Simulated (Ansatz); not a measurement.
This script drives Ansatz 0.2.0 through its Python package.

The script, `run_bend.py`:
```python
"""Energy of C2H5N against one bond angle."""

import ansatz as az
from ase import Atoms


def main() -> None:
    atoms = Atoms(["C", "C", "N", "H", "H", "H", "H", "H"], positions=[
        [-0.48771, 0.62143, -0.27975],
        [0.59501, -0.15018, 0.41712],
        [0.78184, -1.38877, 0.3998],
        [-0.42905, 0.44896, -1.35447],
        [-1.46353, 0.27082, 0.05645],
        [-0.40811, 1.68692, -0.08702],
        [1.30389, 0.4273, 1.00421],
        [0.10767, -1.91648, -0.15634],
    ])

    # relax first, so that the scan starts from a minimum
    first = (
        az.Crystal.molecule_from_ase(atoms).calculation()
        .basis(gaussian="6-31G*")
        .functional("pbe0")
        .relax(force_tolerance=0.02, max_steps=80)
    )
    atoms.positions = first.run().report["positions_ang"]

    rows = []
    for angle in [85, 95, 105, 115, 125, 140, 160]:
        bent = atoms.copy()
        bent.set_angle(1, 2, 7, angle, indices=[7])
        job = (
            az.Crystal.molecule_from_ase(bent).calculation()
            .basis(gaussian="6-31G*")
            .correlation("MP2")
        )
        rows.append((angle, job.run().report["free_energy_ev"]))
    floor = min(e for _, e in rows)
    for angle, e in rows:
        print(f"angle C1-N2-H7 = {angle:3d} deg   {1000 * (e - floor):9.1f} meV")


if __name__ == "__main__":
    main()
```

It is started by `python run_bend.py`. Estimate its wall time and peak memory on 1 thread of Arm Neoverse V2, on a shared host.

It took about 38 s, with a peak of 0.18 GiB, for 8 runs of the engine.

```console
$ python run_bend.py
angle C1-N2-H7 =  85 deg       620.1 meV
angle C1-N2-H7 =  95 deg       193.9 meV
angle C1-N2-H7 = 105 deg         1.3 meV
angle C1-N2-H7 = 115 deg         0.0 meV
angle C1-N2-H7 = 125 deg       146.9 meV
angle C1-N2-H7 = 140 deg       546.9 meV
angle C1-N2-H7 = 160 deg      1150.4 meV
```

The scan is rigid, and the energies are electronic, in a modest basis. The zero is the lowest point of the grid, which needn't be the minimum. The start is relaxed with a density functional and scanned with the wavefunction method, so it isn't exactly that method's minimum.

(Lines on the test bed's own set-up are left out of the output.)
